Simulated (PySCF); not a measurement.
# C3H7N (cyclopropylamine): the cost of one run

Computed with PySCF 2.14.0 and routines of our own; the level stands in each step. Atoms count from 0.

### Step 1. The system as given

11 atoms, charge 0, multiplicity 1; geometry from: GFN2-xTB.

### Step 2. Geometry optimisation at PBE0-D3(BJ)/def2-TZVP

The job: settings as JSON, then the geometry in Å.

```
{"job": {"xc": "PBE0", "basis": "def2-TZVP", "d3": "d3bj", "grid": 2, "kind": "geom"}, "charge": 0, "multiplicity": 1}
N      1.485333     0.519871     0.388394
C      0.243324     0.464801    -0.323127
C     -1.035833     0.273726     0.424493
C     -0.543407    -0.810278    -0.495086
H      1.463918    -0.101023     1.190293
H      2.255461     0.238370    -0.210091
H      0.239284     1.163178    -1.152482
H     -1.899046     0.849236     0.128715
H     -0.978125     0.097095     1.488148
H     -1.068963    -0.979909    -1.422124
H     -0.156523    -1.712396    -0.043097
```

Command:

```console
OMP_NUM_THREADS=1 python excited_run.py task.json out
```

One launch serves the whole session: the jobs run in the order shown.

Q: Estimate the wall time and peak memory of this first job on 1 thread of Arm Neoverse V1, shared host.

About 33 s, with a peak of 0.73 GiB.
